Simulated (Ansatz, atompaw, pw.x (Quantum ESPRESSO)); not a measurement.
**pw.x on diamond Sn: one setting changed**

Potential: PAW, atompaw 4.2.0.5, LDA (PW92); core [Kr] 4d10, reference 5s2 5p2; waves: 5s (bound): rc 3.00 bohr; 5s channel at 2.6 Ry: rc 3.00 bohr; 5p (bound): rc 3.00 bohr; 5p channel at 0.2 Ry: rc 3.00 bohr; 5d channel at 0.1 Ry: rc 3.00 bohr; 5d channel at 1.15 Ry: rc 2.35 bohr; local part: bessel scheme, radius 2.75 bohr; core correction: smooth core density matched at 1.50 bohr; augmentation: sinc compensation charge, radius 2.60 bohr; PAW radius 3.00 bohr; waves and projectors: custom rrkj gramschmidtortho.

The reference run (k-mesh 8³, cutoffs 40/400 Ry, Fermi–Dirac 0.01 Ry, mixing_beta 0.4, conv_thr 1e-9, no spin) gives 0.63 GPa at 33.988 Å³/atom, where all-electron LAPW gives 0.00 GPa. This run, with its own iteration cap, changes k-mesh points per axis to 2.

```
&control
  calculation='scf', prefix='x', pseudo_dir='./', outdir='./tmp', tstress=.true., disk_io='none'
/
&system
  ibrav=0, nat=2, ntyp=1, ecutwfc=40, ecutrho=400, nbnd=11,
  occupations='smearing', smearing='fd', degauss=0.01
/
&electrons
  conv_thr=1e-09, mixing_beta=0.4, electron_maxstep=60
/
ATOMIC_SPECIES
Sn 1.0 Sn.UPF
CELL_PARAMETERS angstrom
  0.00000000 3.23923063 3.23923063
  3.23923063 0.00000000 3.23923063
  3.23923063 3.23923063 0.00000000
ATOMIC_POSITIONS crystal
Sn 0.0000 0.0000 0.0000
Sn 0.2500 0.2500 0.2500
K_POINTS automatic
2 2 2 0 0 0
```

```bash
pw.x < Sn.scf.in > Sn.scf.out
```

Task: How does the run end?

Result: It converges in 21 iterations; the free energy moves by +1.06 eV/atom and the pressure by +8.85 GPa.

```
Message from routine setup:
     using ibrav=0 with symmetry is DISCOURAGED, use correct ibrav instead
     lattice parameter (alat)  =       8.6568  a.u.
     unit-cell volume          =     458.7248 (a.u.)^3
     number of electrons       =         8.00
     number of Kohn-Sham states=           11
     kinetic-energy cutoff     =      40.0000  Ry
     charge density cutoff     =     400.0000  Ry
     scf convergence threshold =      1.0E-09
     Exchange-correlation= SLA PW NOGX NOGC
     number of k points=     3  Fermi-Dirac smearing, width (Ry)=  0.0100
     iteration #  1     ecut=    40.00 Ry     beta= 0.40
     total energy              =    -646.11254707 Ry
     estimated scf accuracy    <       0.03707586 Ry
     iteration #  2     ecut=    40.00 Ry     beta= 0.40
     total energy              =    -646.10768397 Ry
     estimated scf accuracy    <       0.01025636 Ry
     iteration #  3     ecut=    40.00 Ry     beta= 0.40
     negative rho (up, down):  7.010E-07 0.000E+00
     total energy              =    -646.10888998 Ry
     estimated scf accuracy    <       0.00002819 Ry
     iteration #  4     ecut=    40.00 Ry     beta= 0.40
     c_bands:  1 eigenvalues not converged
     c_bands:  1 eigenvalues not converged
     c_bands:  5 eigenvalues not converged
     total energy              =    -646.11052548 Ry
     estimated scf accuracy    <       0.00015715 Ry
     iteration #  5     ecut=    40.00 Ry     beta= 0.40
     total energy              =    -646.11052764 Ry
     estimated scf accuracy    <       0.00006363 Ry
     iteration #  6     ecut=    40.00 Ry     beta= 0.40
     total energy              =    -646.11052448 Ry
     estimated scf accuracy    <       0.00004292 Ry
     [... 9 iterations left out ...]
     iteration # 16     ecut=    40.00 Ry     beta= 0.40
     total energy              =    -646.11051919 Ry
     estimated scf accuracy    <       0.00000003 Ry
     iteration # 17     ecut=    40.00 Ry     beta= 0.40
     total energy              =    -646.11051919 Ry
     estimated scf accuracy    <       0.00000003 Ry
     iteration # 18     ecut=    40.00 Ry     beta= 0.40
     total energy              =    -646.11051920 Ry
     estimated scf accuracy    <       0.00000004 Ry
     iteration # 19     ecut=    40.00 Ry     beta= 0.40
     total energy              =    -646.11051920 Ry
     estimated scf accuracy    <       0.00000006 Ry
     iteration # 20     ecut=    40.00 Ry     beta= 0.40
     total energy              =    -646.11051917 Ry
     estimated scf accuracy    <       0.00000005 Ry
     iteration # 21     ecut=    40.00 Ry     beta= 0.40
     the Fermi energy is     4.0162 ev
!    total energy              =    -646.11051918 Ry
     estimated scf accuracy    <          6.1E-10 Ry
     smearing contrib. (-TS)   =      -0.01000457 Ry
     The total energy is F=E-TS. E is the sum of the following terms:
     one-electron contribution =       5.34612037 Ry
     hartree contribution      =       1.08161390 Ry
     xc contribution           =     -39.13608881 Ry
     ewald contribution        =     -14.08023616 Ry
     one-center paw contrib.   =    -599.31192390 Ry
     convergence has been achieved in  21 iterations
          total   stress  (Ry/bohr**3)                   (kbar)     P=       94.78
     Message from routine punch:
     Nothing written, as per user request (disk_io='none')
```

The run took about 23 s on one core of a shared host (Intel(R) Xeon(R) Platinum 8259CL CPU @ 2.50GHz, 64 threads, 499 GiB, load 16).
